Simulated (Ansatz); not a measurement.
Redistribution: C2H2 + C2H4S → C2H2S + C2H4

Species: C2H2 `C#C`, singlet; C2H4S `C=CS`, singlet; C2H2S (ethynethiol) `C#CS`, singlet; C2H4 (ethylene) `C=C`, singlet. The partners trade H for SH; both sit on C, so the bond types are kept.

Shapes, held fixed at every level: PBE0-D4/def2-TZVP. Flexible molecules stand in one conformer, not always the lowest. Programs: Ansatz 0.2.0. Electronic energies: no zero-point or thermal term.

```tsv
level	kind	ΔE (kJ/mol)	less CCSD(T)/CBS estimate
HF/def2-TZVPP	Hartree–Fock	-1.5	-4.9
PBE-D4/def2-TZVPP	GGA	-1.3	-4.7
B3LYP-D4/def2-TZVPP	global hybrid	-0.9	-4.3
PBE0-D4/def2-TZVPP	global hybrid	-1.2	-4.6
MP2/def2-TZVPP	perturbation theory	+1.0	-2.4
CCSD(T)/def2-TZVPP	coupled cluster or CI	+1.8	-1.6
CCSD(T)/CBS estimate	coupled cluster or CI	+3.4	0.0
```

The highest level, CCSD(T)/CBS estimate, gives ΔE = +3.4 kJ/mol; the levels span -1.5 to +3.4. That is about zero within the method's error. They disagree on the sign: 3 of 7 are positive. The column of differences is taken from that level and isn't an error. No measured value is set beside it here. The CBS estimate extrapolates MP2 from def2-TZVPP and def2-QZVPP and adds CCSD(T) − MP2 in the triple-zeta set, cores frozen.
